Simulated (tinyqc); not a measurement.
Worked calculation: extended Hueckel theory, for NH3+. The parameters take no account of the charge, which enters only through the electron count. One step of it, computed by the program tinyqc.

Question. Mulliken analysis. P = C n C^T; charge = valence electrons (H 1, N 5) minus the sum of (P S)_ii on the atom; overlap population = 2 sum P_ij S_ij between two atoms.

coefficients:
```
             MO1        MO2        MO3        MO4        MO5        MO6        MO7
1N 2s   0.666613   0.000000   0.000069   0.037274   0.001807   0.000000   1.392040
1N 2px  0.000033   0.000000   0.620792  -0.000021   1.110468   0.000000  -0.002488
1N 2py  0.000000   0.620791   0.000000   0.000000   0.000000   1.111071   0.000000
1N 2pz  0.004475   0.000000   0.000018   0.998534  -0.000110   0.000000  -0.097225
2H 1s   0.195586   0.000000   0.440305  -0.010954  -1.058147   0.000000  -0.738954
3H 1s   0.195821   0.381135  -0.219936  -0.010949   0.527236  -0.915947  -0.742947
4H 1s   0.195821  -0.381135  -0.219936  -0.010949   0.527236   0.915947  -0.742947
```

occupations: 2.000000  2.000000  2.000000  1.000000  0.000000  0.000000  0.000000

overlap S:
```
           1N 2s     1N 2px     1N 2py     1N 2pz      2H 1s      3H 1s      4H 1s
1N 2s   1.000000   0.000000   0.000000   0.000000   0.510753   0.511310   0.511310
1N 2px  0.000000   1.000000   0.000000   0.000000   0.457869  -0.229050  -0.229050
1N 2py  0.000000   0.000000   1.000000   0.000000   0.000000   0.396799  -0.396799
1N 2pz  0.000000   0.000000   0.000000   1.000000  -0.035111  -0.035165  -0.035165
2H 1s   0.510753   0.457869   0.000000  -0.035111   1.000000   0.176905   0.176905
3H 1s   0.511310  -0.229050   0.396799  -0.035165   0.176905   1.000000   0.177086
4H 1s   0.511310  -0.229050  -0.396799  -0.035165   0.176905   0.177086   1.000000
```

Give: charges; Overlap populations.

Answer.

charges: 1N 0.420, 2H 0.193, 3H 0.193, 4H 0.193

Overlap populations:
```
pair      value
2-1    0.767280
3-1    0.767803
3-2   -0.041381
4-1    0.767803
4-2   -0.041381
4-3   -0.041428
```
